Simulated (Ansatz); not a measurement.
A nudged elastic band was laid between two geometries of HMgS (3 atoms, charge -1, multiplicity 1).

Computed with RKS B3LYP-D4/def2-SVP in Ansatz 0.2.0.

```yaml
movable_images: 5
climbing_image: yes
spring: 5.0 eV/Å²
optimiser: quadratic models (default)
start_path: through a guess of the saddle point
force_threshold: 0.03 eV/Å
iteration_limit: 60
end_points: relaxed
```

Initial state:

```xyz
3
Properties=species:S:1:pos:R:3
Mg -0.130 0.019 -0.068
S 1.791 -0.275 0.952
H -1.661 0.256 -0.883
```

Final state:

```xyz
3
Properties=species:S:1:pos:R:3
Mg -0.565 -1.199 1.107
S 0.830 0.443 -0.183
H -0.265 0.756 -0.923
```

Q: What changes between the two ends?

A: Bonds broken: Mg1–H3. Bonds formed: S2–H3.

Q: Give the energies along the band, and the barrier.

A: The forces met the threshold. The highest image is number 4 of 0 to 6, 46.4 kcal/mol above the first end and 44.6 kcal/mol above the last; the last end lies 1.8 kcal/mol above the first. Neighbouring images differ by up to 1.4 eV, so the band resolves the path poorly. A vibrational analysis at the climbing image gives one clearly imaginary mode, 908i cm⁻¹: a first-order saddle point. The orbitals stay closed-shell, which can raise the energy where a bond breaks towards radicals; this wasn't checked here. Limits of this set-up: an anion without diffuse functions, the dipole of an ion depends on the origin.

```json
{"image": "0", "path coordinate (Å)": "0.00", "energy (kcal/mol)": "0.0", "Mg1–H3 (Å)": "1.75", "S2–H3 (Å)": "3.94"}
{"image": "1", "path coordinate (Å)": "0.47", "energy (kcal/mol)": "5.3", "Mg1–H3 (Å)": "1.72", "S2–H3 (Å)": "3.74"}
{"image": "2", "path coordinate (Å)": "0.94", "energy (kcal/mol)": "18.5", "Mg1–H3 (Å)": "1.71", "S2–H3 (Å)": "3.33"}
{"image": "3", "path coordinate (Å)": "1.40", "energy (kcal/mol)": "35.7", "Mg1–H3 (Å)": "1.73", "S2–H3 (Å)": "2.82"}
{"image": "4", "path coordinate (Å)": "1.87", "energy (kcal/mol)": "46.4", "Mg1–H3 (Å)": "1.81", "S2–H3 (Å)": "2.26"}
{"image": "5", "path coordinate (Å)": "2.47", "energy (kcal/mol)": "13.5", "Mg1–H3 (Å)": "2.05", "S2–H3 (Å)": "1.52"}
{"image": "6", "path coordinate (Å)": "3.08", "energy (kcal/mol)": "1.8", "Mg1–H3 (Å)": "2.83", "S2–H3 (Å)": "1.36"}
```

Q: What is the geometry of the highest image?

A: 
```xyz
3
Properties=species:S:1:pos:R:3:forces:R:3
Mg -0.703 -0.719 0.532 0.02 0.02 -0.01
S 1.342 0.207 0.261 -0.03 -0.01 0.00
H -0.639 0.512 -0.792 0.01 -0.01 0.01
```

The band took 7 iterations and of the order of 26 core-seconds.

The run took 26 s on 1 thread of Arm Neoverse V2 (shared host), peak memory 0.088 GiB.
